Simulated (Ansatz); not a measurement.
Results of r²SCAN (Ansatz, a first-principles code, plane waves, PAW) for rock-salt MgS.

Numerical settings: plane-wave cutoff 560 eV, 12×12×12 k mesh, Fermi–Dirac smearing 0.01 eV, scalar-relativistic PAW data made under PBE.

Properties against volume:

```json
[
 {"V (Å³/atom)": "16.550", "P (GPa)": "5.59", "direct gap at Γ (eV)": "5.183", "smallest gap on the k mesh (eV)": "3.591"},
 {"V (Å³/atom)": "16.902", "P (GPa)": "3.54", "direct gap at Γ (eV)": "4.994", "smallest gap on the k mesh (eV)": "3.548"},
 {"V (Å³/atom)": "17.254", "P (GPa)": "1.68", "direct gap at Γ (eV)": "4.814", "smallest gap on the k mesh (eV)": "3.505"},
 {"V (Å³/atom)": "17.606", "P (GPa)": "0.00", "direct gap at Γ (eV)": "4.642", "smallest gap on the k mesh (eV)": "3.463"},
 {"V (Å³/atom)": "17.958", "P (GPa)": "-1.52", "direct gap at Γ (eV)": "4.477", "smallest gap on the k mesh (eV)": "3.420"},
 {"V (Å³/atom)": "18.310", "P (GPa)": "-2.89", "direct gap at Γ (eV)": "4.320", "smallest gap on the k mesh (eV)": "3.378"},
 {"V (Å³/atom)": "18.662", "P (GPa)": "-4.13", "direct gap at Γ (eV)": "4.169", "smallest gap on the k mesh (eV)": "3.336"}
]
```

The fundamental gap (3.46 eV at the equilibrium volume, with added k points) lies elsewhere than Γ–Γ.
